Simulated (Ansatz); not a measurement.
RbCd: from a trial structure to a relaxed crystal

Computed with DFT PBE, scalar-relativistic, plane waves, PAW in Ansatz. Cutoff 420 eV, Γ-centred k mesh, Gaussian smearing, no spin polarisation in the final step.

The start puts RbCd on the NaTl (B32) structure type (Fd-3m, No. 227), with Rb in place of Na, Cd in place of Tl, at a guessed volume.

```xyz
4
Lattice="0.0000 4.1167 4.1167 4.1167 0.0000 4.1167 4.1167 4.1167 0.0000" Properties=species:S:1:pos:R:3 pbc="T T T"
Rb    4.1167    4.1167    4.1167
Rb    6.1750    6.1750    6.1750
Cd    0.0000    0.0000    0.0000
Cd    2.0583    2.0583    2.0583
```

Cell and atoms relax at zero pressure; the relaxation can't lower the symmetry of the start.

Energies over the elements count from the elements' standard structures at the same level, with no empirical corrections.

(1) Describe the relaxed structure.

(2) What are its volume, energy, density and gap?

Results:

(1) It keeps Fd-3m (No. 227). The result has the NaTl (B32) structure. Conventional cell: a = 8.806 Å. Rb has 4 Cd at 3.81 Å, 4 Rb at 3.81 Å and 6 Cd at 4.40 Å; Cd is coordinated by 4 Cd at 3.81 Å, 4 Rb at 3.81 Å and 6 Rb at 4.40 Å.

Space group Fd-3m:1 (No. 227). a = 8.806 Å, b = 8.806 Å, c = 8.806 Å, α = 90.00°, β = 90.00°, γ = 90.00°
```
atom site symmetry x y z
  Rb    8b      -43m  0.0000  0.0000  0.5000
  Cd    8a      -43m  0.5000  0.0000  0.5000
```

(2) The volume per atom is 42.68 Å³. The density is 3.85 g/cm³ and the energy over the elements is 0.06 eV/atom. The gap on the 10×10×10 mesh is 0 eV (a metal).

The final run used a 10×10×10 mesh on its 4-atom cell and 0.10 eV smearing. The k mesh leaves about 4 meV/atom of noise in metals. Symmetry constrained the relaxation, so the result can be a saddle point. The steps took of the order of 90 core-seconds in all.

Cost: 3 runs of about 1.5 core-minutes in all, on Arm Neoverse V2 (shared hosts).